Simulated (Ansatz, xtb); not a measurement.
# Relative energy of two structures of FNS2

Structure X: `N#SSF`, a singlet. Structure Y: a singlet given by its coordinates. Both are isolated molecules in the gas phase, relaxed with r2SCAN-D4/def2-TZVP.

X (Å):

```xyz
4

F     0.2220   -1.5182   -1.0246
N     0.1398    1.4179   -1.2005
S     1.1976    1.0535   -0.2493
S     1.4026   -1.1594    0.0102
```

Y (Å):

```yaml
atoms:
  - { symbol: F, position_ang: [1.9406, 0.3603, -0.5488] }
  - { symbol: N, position_ang: [-0.2978, -0.1469, 0.9724] }
  - { symbol: S, position_ang: [-1.6086, 0.7151, 0.9103] }
  - { symbol: S, position_ang: [1.1018, -0.5439, 0.6083] }
```

Close contacts (Å): F1–S4 1.69, N2–S3 1.57, N2–S4 1.50.

Quicker runs give these differences E(Y) − E(X): GFN2-xTB −136.3 kJ/mol; HF/STO-3G +15.7 kJ/mol (at GFN2-xTB geometries); r2SCAN-D4/def2-SVP −124.7 kJ/mol (at GFN2-xTB geometries).

Q: Which of the two would you expect CCSD(T)/def2-TZVPP electronic energies to favour?

A: Structure Y; the calculation gives E(Y) − E(X) = −81.0 kJ/mol.

The same difference at several levels:

```json
{"level": "GFN2-xTB", "geometry": "GFN2-xTB", "E(Y) − E(X) (kJ/mol)": "−136.3", "departure from the last row (kJ/mol)": "−55.4", "job, with rough time for the two": "optimisation, 0.34 s"}
{"level": "HF/STO-3G", "geometry": "GFN2-xTB", "E(Y) − E(X) (kJ/mol)": "+15.7", "departure from the last row (kJ/mol)": "+96.7", "job, with rough time for the two": "single point, 0.28 s"}
{"level": "r2SCAN-D4/def2-SVP", "geometry": "GFN2-xTB", "E(Y) − E(X) (kJ/mol)": "−124.7", "departure from the last row (kJ/mol)": "−43.7", "job, with rough time for the two": "single point, 1.8 s"}
{"level": "r2SCAN-D4/def2-TZVP", "geometry": "r2SCAN-D4/def2-TZVP", "E(Y) − E(X) (kJ/mol)": "−102.2", "departure from the last row (kJ/mol)": "−21.3", "job, with rough time for the two": "optimisation, 24 s"}
{"level": "HF/def2-TZVPP", "geometry": "r2SCAN-D4/def2-TZVP", "E(Y) − E(X) (kJ/mol)": "−52.4", "departure from the last row (kJ/mol)": "+28.6", "job, with rough time for the two": "part of the CCSD(T) run"}
{"level": "MP2/def2-TZVPP", "geometry": "r2SCAN-D4/def2-TZVP", "E(Y) − E(X) (kJ/mol)": "−110.4", "departure from the last row (kJ/mol)": "−29.5", "job, with rough time for the two": "part of the CCSD(T) run"}
{"level": "CCSD(T)/def2-TZVPP", "geometry": "r2SCAN-D4/def2-TZVP", "E(Y) − E(X) (kJ/mol)": "−81.0", "departure from the last row (kJ/mol)": "", "job, with rough time for the two": "single point, 37 s"}
```

HF/STO-3G puts the two in the other order. The largest departure from CCSD(T)/def2-TZVPP is that of HF/STO-3G, 96.7 kJ/mol.

With harmonic frequencies from r2SCAN-D4/def2-TZVP (ideal gas, rigid rotor, one conformer each, 298.15 K, 1 atm): the zero-point term adds +2.3 kJ/mol; ΔH is −79.8 and ΔG −77.6 kJ/mol.

The T1 diagnostic of structures X and Y is large, so the coupled-cluster value is less sure. The correlated steps freeze 12 core orbitals. Run with Ansatz 0.2.0, xtb 6.7.1; the last row on 2 threads of Intel(R) Xeon(R) Processor @ 2.70GHz on a shared host.
